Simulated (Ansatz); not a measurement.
Run this with the Python package of Ansatz (0.2.0) and show what comes out.

Script `run_energy.py`:
```python
import json

import ansatz as az
from ase import Atoms
import numpy as np

atoms = Atoms(["O", "C", "C", "C", "S", "H", "H", "H", "H"], positions=[
    (-0.7259, -1.9624, -0.0913),
    (0.4517, -1.2291, -0.2699),
    (0.2184, 0.2096, -0.0923),
    (0.1602, 1.3975, 0.071),
    (-0.1456, 3.0383, 0.2701),
    (-1.4137, -1.4853, -0.7074),
    (1.1942, -1.6186, 0.4656),
    (0.8795, -1.4253, -1.2766),
    (-0.5303, 3.029, 1.6136),
])
system = az.Crystal.molecule_from_ase(atoms)

base = system.calculation()
base = base.basis(gaussian="def2-SVP")
base = base.functional("PBE0").forces()
outcome = base.run(threads=1)
report = outcome.report

for key in ("converged", "free_energy_ev", "reference_energy_ev", "n_frozen", "n_occupied", "n_virtual"):
    print(f"{key:22s} {report[key]}")

state = report["mean_field"]["state"]
print(f"mean field: {state['energy']['hartree']:.7f} Ha, <S^2> = {abs(state['spin_squared']):.4f}, stability: {state.get('stability', {}).get('kind')}")

symbols = [site.symbol for site in system.cartesian_sites]
forces = np.array(report["forces_ev_ang"])
print("largest force", round(float(np.linalg.norm(forces, axis=1).max()), 4), "eV/A, rms", round(float(np.sqrt((forces ** 2).mean())), 4))

charges = report["charge_distribution"]
print("dipole moment", round(4.803205 * float(np.linalg.norm(charges["dipole_moment_e_ang"])), 3), "D")
print("Mulliken:", [(s, round(q, 3)) for s, q in zip(symbols, charges["mulliken_charges_e"])])
with open("c3h4os.json", "w") as handle:
    json.dump({k: report[k] for k in ("free_energy_ev", "reference_energy_ev", "n_occupied", "n_virtual")}, handle, indent=1)
```

```console
$ python run_energy.py
converged              True
free_energy_ev         -16038.883026178604
reference_energy_ev    -16038.883026178604
n_frozen               0
n_occupied             [23, 23]
n_virtual              [71, 71]
mean field: -589.4180797 Ha, <S^2> = 0.0000, stability: minimum
largest force 3.1325 eV/A, rms 1.0611
dipole moment 0.77 D
Mulliken: [('O', -0.36), ('C', 0.249), ('C', -0.239), ('C', -0.119), ('S', 0.029), ('H', 0.204), ('H', 0.066), ('H', 0.055), ('H', 0.116)]
```

File `c3h4os.json` afterwards:
```json
{
 "free_energy_ev": -16038.883026178604,
 "reference_energy_ev": -16038.883026178604,
 "n_occupied": [
  23,
  23
 ],
 "n_virtual": [
  71,
  71
 ]
}
```

What to keep in mind:
- Total energies depend on the basis set; only differences at equal settings carry meaning.
- The geometry is a force-field or estimated start, not a minimum of this method, and the basis set is short of its limit.
- Run time: 3.9 s on 1 thread of Arm Neoverse V2 (shared host), peak memory 0.24 GiB.

(Lines on the test bed's own set-up are left out of the output.)
